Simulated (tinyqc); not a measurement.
CCSD on RHF in the sto-3g basis, frozen core, for BH2+, spin multiplicity 1, step by step. One step of it, computed by the program tinyqc.

Question. CCSD: starting amplitudes. t_ij^ab = <ij||ab> / (e_i + e_j - e_a - e_b), whose energy is MP2.

orbital energies (hartree): MO1 -7.953049, MO2 -1.003249, MO3 -0.871978, MO4 -0.231993, MO5 -0.179736, MO6 0.252912, MO7 0.404880

Two-electron integrals over orbitals (pq|rs), unique and non-zero (hartree); the lowest 1 orbital is frozen and left out:
```
(22|22) 0.478690    (32|32) 0.147768    (33|22) 0.474999    (33|33) 0.496251
(42|22) 0.023381    (42|33) 0.016531    (42|42) 0.069434    (43|32) 0.019024
(43|43) 0.027973    (44|22) 0.450697    (44|33) 0.438369    (44|42) -0.066547
(44|44) 0.589980    (52|52) 0.075032    (53|53) 0.020122    (54|52) -0.028027
(54|54) 0.040825    (55|22) 0.475422    (55|33) 0.448245    (55|42) -0.029441
(55|44) 0.513463    (55|55) 0.586773    (62|22) 0.041944    (62|33) 0.006194
(62|42) -0.001216   (62|44) 0.063787    (62|55) 0.095736    (62|62) 0.086936
(63|32) -0.072482   (63|43) -0.021200   (63|63) 0.077817    (64|22) 0.023257
(64|33) 0.004249    (64|42) 0.012475    (64|44) 0.027815    (64|55) 0.031341
(64|62) 0.044342    (64|64) 0.030852    (65|52) 0.053966    (65|54) -0.012359
(65|65) 0.046237    (66|22) 0.484220    (66|33) 0.480534    (66|42) 0.056326
(66|44) 0.418116    (66|55) 0.453805    (66|62) 0.023819    (66|64) 0.022116
(66|66) 0.533320    (72|32) -0.019447   (72|43) -0.027996   (72|63) 0.051320
(72|72) 0.053316    (73|22) 0.036120    (73|33) 0.024764    (73|42) -0.047180
(73|44) 0.102941    (73|55) 0.102369    (73|62) 0.070079    (73|64) 0.027799
(73|66) -0.009013   (73|73) 0.105313    (74|32) -0.064431   (74|43) 0.008984
(74|63) 0.035615    (74|72) 0.002674    (74|74) 0.049447    (75|53) 0.016657
(75|75) 0.018300    (76|32) 0.122387    (76|43) 0.029976    (76|63) -0.084695
(76|72) -0.044893   (76|74) -0.052383   (76|76) 0.129572    (77|22) 0.475756
(77|33) 0.496820    (77|42) -0.000645   (77|44) 0.471608    (77|55) 0.468123
(77|62) 0.006913    (77|64) -0.000084   (77|66) 0.490486    (77|73) 0.034780
(77|77) 0.527971
```

Give: Starting amplitudes; correlation energy.

Answer.

Starting amplitudes (spin orbitals 1a, 1b, ...; amplitudes related by a flip of all spins are not repeated):
```
from      to        t
2a 2b  5a 5b  -0.0456
2a 2b  4a 4b  -0.0450
3a 3b  7a 7b  -0.0412
2a 2b  6a 6b  -0.0346
3a 3b  6a 6b  -0.0346
2a 3b  6a 7b  -0.0277
2a 3b  4a 7b   0.0230
3a 3b  4a 4b  -0.0219
2a 3b  6b 7a   0.0203
2a 2b  7a 7b  -0.0189
3a 3b  5a 5b  -0.0145
2a 3b  4b 7a  -0.0137
3a 3b  4a 6b   0.0120
2a 3a  4a 7a   0.0094
2a 3a  6a 7a  -0.0074
2a 2b  4a 6b   0.0006
```

correlation energy = -0.028544 hartree
